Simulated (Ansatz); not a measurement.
Results of r²SCAN (plane waves, PAW; Ansatz, a first-principles code) for bcc Rb.

Settings: plane-wave cutoff 600 eV, 12×12×12 k mesh, Fermi–Dirac smearing 0.1 eV, finite displacements, scalar-relativistic PAW data made under PBE.

The cell has the measured lattice parameters. Conventional cell: a = 5.6990 Å, b = 5.6990 Å, c = 5.6990 Å, α = 90.00°, β = 90.00°, γ = 90.00°.

```yaml
crystal:
  lattice:
    - [-2.84950, 2.84950, 2.84950]
    - [2.84950, -2.84950, 2.84950]
    - [2.84950, 2.84950, -2.84950]
  atoms:
    - { symbol: Rb, position: [0.00000, 0.00000, 0.00000] }
```

Harmonic phonon frequencies (cm⁻¹; i marks an imaginary mode):

```
q point  frequencies
-------  -----------
H           46 46 46
N                  ?
```

Q: Complete the blanks.

A: 
- N, frequencies: 12 29 50

No imaginary mode appears at these points.

Note: the cell isn't this level's own, so it is under some stress, which shifts stiffness and frequencies.
